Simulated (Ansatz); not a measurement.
# PH₂ (doublet): from Hartree-Fock to the top rungs, 6-31G*

How much of the correlation energy of PH₂ (doublet) does each wave-function method recover here?

Method: 6-31G*, core rule «outside noble gas», up to 5 orbitals frozen; program: Ansatz 0.2.0, Gaussian basis.

Plan: UHF; CCSD(T) on ROHF; CCSD(T) on UHF; BCCD(T) on ROHF; CISD; CCSDT(Q) on ROHF; CCSDT(Q) on UHF; CISDTQ; CCSDTQ on ROHF; CCSDTQ on UHF; CASSCF and MRCISD+Q, 7 electrons in 6 orbitals; CASSCF and NEVPT4(SD), 7 electrons in 6 orbitals; CASSCF and NEVPT2, 7 electrons in 6 orbitals; Full CI.

9 further runs of the same task are left out: 9 set aside as unsound or not needed.

### Step 1. What is computed

The geometry is an MP2(full)/6-31G* stationary point (not a proven minimum).

3 atoms, charge 0, spin multiplicity 2.

Atoms are counted from 1 here; the program's logs count them from 0.

Bond lengths: P1–H2 1.419 Å, P1–H3 1.419 Å. Angles: H2–P1–H3 92.6°.

### Step 2. UHF

File in.yaml:

```yaml
crystal:
  periodic: [false, false, false]
  atoms:
    - {symbol: P, position_ang: [0.000000, 0.000000, 0.059937]}
    - {symbol: H, position_ang: [0.000000, 1.025642, -0.920927]}
    - {symbol: H, position_ang: [0.000000, -1.025642, -0.920927]}
basis:
  gaussian: {orbitals: "6-31G*"}
magnetization: {spin_polarized: true, initial_magnetization: 1}
hamiltonian: {xc: hf}
output: {orbitals: {seedname: orbitals}}
```

The run is started by

```sh
$ ansatz run in.yaml --threads 1 --pin off --events-out ev --progress --plain --max-ram 4096MiB --backend cpu
```

After this run come: CCSD(T) on ROHF; CCSD(T) on UHF; BCCD(T) on ROHF; CISD; CCSDT(Q) on ROHF; CCSDT(Q) on UHF; CISDTQ; CCSDTQ on ROHF; CCSDTQ on UHF; CASSCF and MRCISD+Q, 7 electrons in 6 orbitals; CASSCF and NEVPT4(SD), 7 electrons in 6 orbitals; CASSCF and NEVPT2, 7 electrons in 6 orbitals; Full CI.

Before running them: what should the planned runs give, taken together? Wanted: FCI below the RHF energy; RMP2 from FCI; UMP2 from FCI; RCCSD from FCI; RCCSD(T) from FCI; UCCSD(T) from FCI; RCCSDT(Q) from FCI; UCCSDT(Q) from FCI; NEVPT2 valence from FCI.

As calculated:

| quantity | value |
| --- | --- |
| FCI below the RHF energy | -3.1780 eV |
| RMP2 from FCI | +69.8 kJ/mol |
| UMP2 from FCI | +70.2 kJ/mol |
| RCCSD from FCI | +7.6 kJ/mol |
| RCCSD(T) from FCI | +1.6 kJ/mol |
| UCCSD(T) from FCI | +1.6 kJ/mol |
| RCCSDT(Q) from FCI | 0.0 kJ/mol |
| UCCSDT(Q) from FCI | 0.0 kJ/mol |
| NEVPT2 valence from FCI | +51.8 kJ/mol |
| NEVPT4(SD) valence from FCI | +6.1 kJ/mol |
| MRCISD+Q valence from FCI | +0.4 kJ/mol |
| levels within 1 kcal/mol (43 meV) | RCCSD(T), UCCSD(T), BCCD(T), RCCSDT, UCCSDT, CISDTQ, RCCSDT(Q), UCCSDT(Q), RCCSDTQ, UCCSDTQ, MRCISD+Q valence |
| T1 diagnostic | 0.017 |
| effectively unpaired electrons | 1.04 |

What this shows: RCCSD(T) misses by +1.6 kJ/mol, 0.5 % of the correlation energy. One determinant dominates. Of the multireference levels listed MRCISD+Q valence comes nearest in total energy (+0.4 kJ/mol), which doesn't show that its space is the better one. These misses are within one basis, not against nature; the frozen cores of restricted and unrestricted runs differ, which can shift their rows.
